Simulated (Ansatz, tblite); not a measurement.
Removing an electron: cyclo-(PH)4 (P₄H₄). Charge 0, multiplicity 1. Geometry: r2SCAN-D4/def2-SVP. Ansatz, gas phase; energy differences of separate SCF runs; the oxidised species was run as a doublet alone.

```xyz
8

P     0.511   -0.543   -1.470
P     0.465    1.546   -0.559
P    -1.445    0.707    0.358
P    -0.239   -1.197    0.563
H     1.905   -0.798   -1.264
H     1.292    1.195    0.565
H    -1.247    1.216    1.682
H    -1.242   -2.127    0.126
```

The xTB rows come from tblite.

Task: Estimate orbital energies and vertical ionisation energies at: GFN1-xTB; GFN2-xTB; PBE-D4/def2-TZVP; r2SCAN-D4/def2-TZVP; PBE0-D4/def2-TZVP.

Result: 
| level | −HOMO (eV) | vertical IE (eV) | −LUMO (eV) | HOMO–LUMO gap (eV) |
| --- | --- | --- | --- | --- |
| GFN1-xTB | 10.43 | 13.81 | 6.55 | 3.88 |
| GFN2-xTB | 10.73 | 13.15 | 7.14 | 3.59 |
| PBE-D4/def2-TZVP | 5.80 | 8.41 | 2.15 | 3.64 |
| r2SCAN-D4/def2-TZVP | 6.01 | 8.50 | 1.99 | 4.01 |
| PBE0-D4/def2-TZVP | 6.81 | 8.63 | 1.33 | 5.47 |

Relaxing the oxidised species (r2SCAN-D4/def2-SVP) changes its energy by -0.30 eV at PBE-D4/def2-TZVP, so the adiabatic ionisation energy to this nearest minimum is 8.11 eV. At PBE0-D4/def2-TZVP it is 8.24 eV.   Raw xTB energy differences between charge states are shifted by several eV; the methods need an empirical correction for them.
